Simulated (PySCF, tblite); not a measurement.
Parent: `[CH3:1][PH:2][CH2:3][C:4]#[N:5]` with C1–P2–C3–C4 -55°, C3H6NP.

Computed geometry: GFN2-xTB, gas phase. One conformer each, not checked by frequencies here.

```csv
coordinate of the parent,value
C1–P2,1.849 Å
P2–C3,1.885 Å
C3–C4,1.430 Å
C4≡N5,1.144 Å
C1–P2–C3,98.8°
P2–C3–C4,110.9°
C3–C4–N5,177.1°
```

**Question.** How does the shared frame change in `[CH3:1][P@@H:2](=[O:3])[CH2:4][C:5]#[N:6]` with C1–P2–C4–C5 53°, C3H6NOP? Atoms pair as C1 = C1, P2 = P2, C3 = C4, C4 = C5, N5 = N6 (parent first).

**Answer.** 
```json
{"parent": "C1–P2", "relative": "C1–P2", "value in the relative": "1.819 Å", "change": "-0.030"}
{"parent": "P2–C3", "relative": "P2–C4", "value in the relative": "1.848 Å", "change": "-0.037"}
{"parent": "C3–C4", "relative": "C4–C5", "value in the relative": "1.429 Å", "change": "-0.001"}
{"parent": "C4≡N5", "relative": "C5≡N6", "value in the relative": "1.143 Å", "change": "-0.001"}
{"parent": "C1–P2–C3", "relative": "C1–P2–C4", "value in the relative": "106.3°", "change": "+7.5"}
{"parent": "P2–C3–C4", "relative": "P2–C4–C5", "value in the relative": "111.0°", "change": "+0.1"}
{"parent": "C3–C4–N5", "relative": "C4–C5–N6", "value in the relative": "178.2°", "change": "+1.1"}
```

Of the parent's bonds, P2–C3 changes most (-0.037 Å). Bonds of the relative outside the shared frame: P2=O3 1.462 Å. Point group C1 → C1.

**Question.** How does the shared frame change in `[CH3:1][P@H:2](=[S:3])[CH2:4][C:5]#[N:6]` with C1–P2–C4–C5 -54°, C3H6NPS? Atoms pair as C1 = C1, P2 = P2, C3 = C4, C4 = C5, N5 = N6 (parent first).

**Answer.** 
```tsv
parent	relative	value in the relative	change
C1–P2	C1–P2	1.828 Å	-0.021
P2–C3	P2–C4	1.861 Å	-0.024
C3–C4	C4–C5	1.431 Å	+0.001
C4≡N5	C5≡N6	1.143 Å	-0.001
C1–P2–C3	C1–P2–C4	104.6°	+5.8
P2–C3–C4	P2–C4–C5	110.2°	-0.7
C3–C4–N5	C4–C5–N6	177.4°	+0.3
```

Of the parent's bonds, P2–C3 changes most (-0.024 Å). Bonds of the relative outside the shared frame: P2=S3 1.929 Å. Point group C1 → C1.
